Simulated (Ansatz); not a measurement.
C2H2F4, SMILES `FC(F)C(F)F`. Total charge 0; spin multiplicity 1.

```tsv
atom	x (Å)	y (Å)	z (Å)
F1	-1.041	0.003	-1.410
C2	-0.292	0.558	-0.433
F3	0.748	1.194	-0.997
C4	0.204	-0.551	0.488
F5	0.820	0.014	1.549
F6	1.088	-1.330	-0.157
H7	-0.900	1.283	0.118
H8	-0.627	-1.169	0.843
```

List the harmonic frequencies (cm⁻¹, unscaled) at PBE0-D4/def2-TZVP in Ansatz. (An estimate is asked.)

Computed: 80, 233, 249, 411, 528, 608, 791, 914, 1139, 1157, 1164, 1231, 1340, 1385, 1416, 1449, 3084, 3093.

Is this a minimum?

Yes, all 18 modes are real.

Give the ideal-gas thermochemistry at 298.15 K and 1 bar (rigid rotor, harmonic oscillator; point group C2, symmetry number 2).

Zero-point energy 121.3 kJ/mol; H(298) − E = 138.2 kJ/mol; entropy 313.9 J/(mol·K), of which translation 166.5, rotation 105.3, vibration 42.1; G(298) − E = 44.6 kJ/mol. Modes under 100 cm⁻¹ are hindered rotations or soft bends, so the harmonic entropy is rough.

And at 400, 500, 600, 800 and 1000 K?


```csv
T (K),H − E (kJ/mol),S (J/mol/K),G − E (kJ/mol)
400,147.4,340.4,11.2
500,158.0,364.0,-24.0
600,169.8,385.5,-61.5
800,196.4,423.6,-142.5
1000,225.6,456.1,-230.6
```
